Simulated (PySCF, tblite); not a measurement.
Isomers of C4H6 (triplet state), one GFN2-xTB conformer each. Single-point energies are computed at B3LYP/pcH-1 (PySCF, gas phase, no added dispersion term), electronic only. GFN2-xTB treats the open shell by occupation alone, and not every SCF solution was tested for stability.

```csv
SMILES,GFN2-xTB relative energy (kcal/mol)
[CH2]C([CH2])=C,0.0
C=C[C]C,13.3
```

Conformers: `[CH2:1]=[CH:2][C:3][CH3:4]` (triplet state) with C1–C2–C3–C4 0°.

Question: What does B3LYP/pcH-1 give for the same structures?

Answer: 
```json
{"SMILES": "[CH2]C([CH2])=C", "B3LYP/pcH-1 E (Eh)": "-155.94414", "B3LYP/pcH-1 (kcal/mol)": "0.0", "GFN2-xTB (kcal/mol)": "0.0", "point group": "D3h"}
{"SMILES": "C=C[C]C", "B3LYP/pcH-1 E (Eh)": "-155.91786", "B3LYP/pcH-1 (kcal/mol)": "16.5", "GFN2-xTB (kcal/mol)": "13.3", "point group": "Cs"}
```

Both levels put the same isomer lowest. 

Question: What happens when harmonic zero-point energies from GFN2-xTB frequencies are added?

Answer: 
| SMILES | ZPE (kcal/mol) | electronic (kcal/mol) | with ZPE (kcal/mol) |
| --- | --- | --- | --- |
| [CH2]C([CH2])=C | 49.3 | 0.0 | 0.0 |
| C=C[C]C | 49.8 | 16.5 | 17.0 |

The zero-point energies span 0.5 kcal/mol. The order is unchanged.
